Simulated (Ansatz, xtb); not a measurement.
**Ranking isomers of H5OSi2+**

4 gas-phase structures of H5OSi2+, found in a search over its isomers (lower ones may exist). Each was relaxed with GFN2-xTB:

A. `O[SiH+][SiH3]`, a singlet
B. `[OH+]1[SiH2][SiH2]1`, a singlet
C. `[SiH2+]O[SiH3]`, a singlet
D. `O[SiH2][SiH2+]`, a singlet

**Question.** Which do you expect lowest at r2SCAN-D4/def2-SVP, and how would the others follow?

**Answer.** Calculated order at r2SCAN-D4/def2-SVP: C (0.000), B (0.520), A (0.671), D (1.441) eV.

Energies above the lowest of each column, in eV; the last columns are at BLYP-D3(BJ)/def2-SVP geometries and were run for some of them only (a dash: not run or not comparable):

```
structure  GFN2-xTB  HF/STO-3G  r2SCAN-D4/def2-SVP  BLYP-D3(BJ)/def2-SVP  CCSD(T)/def2-TZVP
        C     0.000      0.000               0.000                 0.000              0.000
        B     2.130      0.210               0.520                 0.668              0.847
        A     1.623      0.460               0.671                 0.618              0.773
        D     1.858      1.368               1.441                     –                  –
```

Every level run on C puts it lowest or level with the lowest. CCSD(T)/def2-TZVP orders those it was run on as C (0.000), A (0.773), B (0.847) eV. Flexible structures stand in one conformer each, not always the lowest. Frequencies (BLYP-D3(BJ)/def2-SVP) were run for A, B, C alone.

Over these structures GFN2-xTB departs from r2SCAN-D4/def2-SVP by 0.536 eV on average once a common shift is removed. A GFN2-xTB relaxation took about 0.067 s and the r2SCAN-D4/def2-SVP energy about 2.1 s on a shared host (Ansatz 0.2.0, xtb 6.7.1).
